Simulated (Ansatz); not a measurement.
# SiC2 (triplet): from Hartree-Fock to the top rungs, cc-pVTZ

The task here is to estimate one member of a computed series from the others.

Program: Ansatz 0.2.0, Gaussian basis. Level of theory: cc-pVTZ, core rule «outside noble gas», up to 7 orbitals frozen. These are calculated values, not measurements.

Plan: UHF; CCSD(T) on ROHF; CCSD(T) on UHF; BCCD(T) on ROHF; CCSDT(Q) on ROHF; CCSDT(Q) on UHF; CASSCF and NEVPT2, 12 electrons in 12 orbitals.

4 further runs of the same task are left out: 4 set aside as unsound or not needed.

**The geometry**

The geometry is a PBE0/def2-TZVP stationary point (not a proven minimum) of the parent state, kept for this charge and spin.

3 atoms, charge 0, spin multiplicity 3.

Atoms are counted from 1 here; the program's logs count them from 0.

Bond lengths: C1–Si2 1.836 Å, C1–C3 1.263 Å, Si2–C3 1.836 Å. Angles: Si2–C1–C3 69.9°, C1–Si2–C3 40.2°, C1–C3–Si2 69.9°.

Coordinates:

```xyz
3

C     0.0000    0.6313    0.9292
Si    0.0000    0.0000   -0.7947
C     0.0000   -0.6313    0.9292
```

The first run:

The input, in.yaml:

```yaml
crystal:
  periodic: [false, false, false]
  atoms:
    - {symbol: C, position_ang: [0.000000, 0.631350, 0.929211]}
    - {symbol: Si, position_ang: [0.000000, 0.000000, -0.794750]}
    - {symbol: C, position_ang: [0.000000, -0.631350, 0.929211]}
basis:
  gaussian: {orbitals: cc-pVTZ}
magnetization: {spin_polarized: true, initial_magnetization: 2}
hamiltonian: {xc: hf}
output: {orbitals: {seedname: orbitals}}
```

Started as:

```console
$ ansatz run in.yaml --threads 1 --pin off --events-out ev --progress --plain --max-ram 4096MiB --backend cpu
```

Steps of the session up to this table: UHF; CCSD(T) on ROHF; CCSD(T) on UHF; BCCD(T) on ROHF; CCSDT(Q) on ROHF; CCSDT(Q) on UHF; CASSCF and NEVPT2, 12 electrons in 12 orbitals.

One of the session's tables, all rows but one given; the rest of the session is left out.

```
        method  from RCCSDT(Q) (meV)
          ROHF              +11093.9
           UHF              +10821.3
          RMP2               +1479.2
          UMP2               +1525.2
         RCCSD                +824.5
         UCCSD                +809.3
      RCCSD(T)                +109.0
      UCCSD(T)                +114.1
       BCCD(T)                 +81.7
        RCCSDT                     ?
        UCCSDT                 +67.9
     RCCSDT(Q)                     0
     UCCSDT(Q)                 -10.2
CASSCF valence               +6915.9
NEVPT2 valence               +1333.0
```

Q: Estimate the row for RCCSDT from the others.

**Answer.** from RCCSDT(Q) (meV): +71.8. In the column «from RCCSDT(Q) (meV)» it lies between UCCSDT (+67.9) and BCCD(T) (+81.7).

Limits of these values: Restricted and unrestricted rows rest on different reference determinants; where their highest levels disagree by more than a few hundredths of an eV, they describe different states and don't form one ladder.
